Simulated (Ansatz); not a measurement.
Two structures of SiH$_{4}$F, doublet, reached by relaxing down either side of one saddle point (PBE0-D4/def2-TZVP). Energies are electronic, without zero-point energy. Ansatz 0.2.0; basis: def2-TZVPP and def2-QZVPP; cores frozen in the correlated methods; orbitals are unrestricted. Extrapolation: Hartree–Fock as exp(−7.88 √X), correlation as X^−2.97. First:

```xyz
6
angstrom
F -0.5871 -0.1167 -0.4664
Si 0.6450 0.1194 0.5265
H -3.0700 -0.5668 -2.5083
H 0.7438 1.5703 0.8103
H 1.8778 -0.3673 -0.1360
H 0.3904 -0.6389 1.7739
```

Second:

F1  (-1.988, -0.426, -1.728)
Si2  (0.592, 0.127, 0.515)
H3  (-1.294, -0.277, -1.125)
H4  (0.736, 1.599, 0.617)
H5  (1.788, -0.526, -0.070)
H6  (0.165, -0.497, 1.790)
(Å)

**Question.** Which bonds change from the first to the second?

**Answer.** SiH₃F ([F][SiH3]) + H → SiH₃ + HF; bonds formed: F1–H3; bonds broken: F1–Si2.

**Question.** Give the saddle point's structure and its height above each. (To be estimated.)

**Answer.** The calculation gives: 44.98 kcal/mol above the first and 34.22 kcal/mol above the second (CCSD(T) at an estimated basis limit (MP2 extrapolated from triple and quadruple zeta, plus CCSD(T) − MP2 in triple zeta)).
```
6
angstrom
F -1.0063 -0.1847 -0.8238
Si 0.4781 0.0903 0.3875
H -1.8703 -0.3526 -1.5169
H 0.5448 1.5437 0.6514
H 1.6854 -0.4098 -0.3046
H 0.1683 -0.6871 1.6064
```

No T1 diagnostic of these runs exceeds 0.028. ⟨S²⟩ of the unrestricted Hartree–Fock references: 0.75 to 0.77 (a pure state has 0.75).

Radical steps of this kind take place in plasma deposition and etching.

Labels in which every atom is bracketed show which atoms are joined, not bond orders.

For scale, one of the runs: CCSD(T)/def2-TZVPP, 129 basis functions, launched by `ansatz run in.yaml --threads 2 --pin off --events-out ev --progress --plain --max-ram 4352MiB`. The run took 24 s on 2 CPU threads of an Intel Xeon Platinum 8259CL (shared host), with 1.4 GiB of host memory at its peak.
